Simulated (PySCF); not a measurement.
**Working out the ionisation energy of S**

S [Ne] 3s2 3p4 (3P) → S⁺ [Ne] 3s2 3p3 (4S). Computed with PySCF 2.14 in Sapporo-DZP-2012, with the spin-free X2C one-electron Hamiltonian (Gaussian nucleus). Frozen: [Ne]. Energies in hartree (1 hartree = 27.21139 eV):

| part | S (lower) | S⁺ (upper) |
| --- | --- | --- |
| UHF | -398.431168 | -398.094573 |
| CCSD correlation | -0.109824 | -0.091140 |
| (T) | -0.001594 | -0.001078 |

**Question.** What does Hartree-Fock give?

**Answer.** (-398.094573) − (-398.431168) = 0.336595 hartree = 9.159 eV.

**Question.** What do CCSD and CCSD(T) give?

**Answer.** The CCSD correlation energies differ by 0.018684 hartree = 0.508 eV and the triples by 0.000516 hartree = 0.014 eV, so CCSD gives 9.667 eV and CCSD(T) 9.681 eV.

Measured between the centres of the two terms (NIST): 10.336 eV, so CCSD(T) (valence) is off by -0.655 eV.

A double-zeta basis recovers only part of the correlation energy.

What remains against the reference includes basis incompleteness, the frozen core and higher excitations.
